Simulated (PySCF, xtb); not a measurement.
ethanethiol (C₂H₆S), SMILES CCS.

Geometry optimised at B3LYP-D3(BJ)/def2-TZVP. The values are those of a single conformer.

The numbers are results of C-PCM-ωB97X/def2-SVP (PySCF), not measurements.

The values are the electrostatic part of the solvation free energy, E(continuum) − E(gas) at the gas-phase geometry, in a cavity of scaled van der Waals radii (PySCF's table); cavitation and dispersion terms are not included. In vacuum the orbital gap is 12.33 eV. The dipole moment in vacuum is 1.67 D.

| solvent | ε | ΔG(elec) (kcal/mol) | dipole (D) | gap (eV) |
|---|---|---|---|---|
| water | 78.36 | -3.0 | 2.15 | 12.65 |
| n-hexane | 1.88 | -1.3 | 1.87 | 12.47 |
| 2-propanol | 19.26 | -2.9 | 2.12 | 12.63 |

For comparison, GFN2-xTB/ALPB(water) (xtb, at the GFN2-xTB geometry, all terms of that model) gives -0.6 kcal/mol.
